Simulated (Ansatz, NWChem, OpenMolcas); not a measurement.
## C2H2F2 (vinylidene fluoride): the energy, rung by rung

C2H2F2: 6 atoms, total charge 0, spin state singlet. SMILES: `C=C(F)F`. Geometry: relaxed at PBE0-D4/def2-TZVP.

```xyz
6

C    -0.1159    0.4710   -0.5444
C     0.1050   -0.3946    0.4201
F    -0.4549   -0.3636    1.6076
F     0.9192   -1.4221    0.3430
H     0.3942    0.3606   -1.4884
H    -0.8056    1.2848   -0.3842
```

Quantity: the energy change with the C2–F3 bond stretched from 1.313 to 1.707 Å, in eV. The values are calculated.

```csv
level,kind,program,value (eV),less CCSD(T)/aug-cc-pVDZ,CPU time (all runs)
PBE/aug-cc-pVDZ (restricted),GGA,Ansatz,1.23,-0.11,14 s
revPBE/aug-cc-pVDZ (restricted),GGA,Ansatz,1.14,-0.20,13 s
TPSS/aug-cc-pVDZ (restricted),meta-GGA,OpenMolcas,1.24,-0.10,2 min
B3LYP/aug-cc-pVDZ (restricted),global hybrid,Ansatz,1.39,+0.05,16 s
wB97M-V/aug-cc-pVDZ (restricted),range-separated hybrid,Ansatz,1.50,+0.16,1.8 min
PBE-QIDH/aug-cc-pVDZ (restricted),double hybrid,Ansatz,1.66,+0.32,22 s
CCSD(T)/aug-cc-pVDZ (restricted),coupled cluster or CI,NWChem,1.34,0.00,9.4 min
CCSD/aug-cc-pVDZ (restricted),coupled cluster or CI,Ansatz,1.45,+0.11,60 s
```

Differences are taken from CCSD(T)/aug-cc-pVDZ (restricted) for orientation; it has basis-set and higher-order errors of its own. The first shape isn't each level's own minimum. The values span 1.14 to 1.66 eV. Times are those of the runs behind each value, whatever else they computed, on shared processors of several kinds: orders of magnitude only.
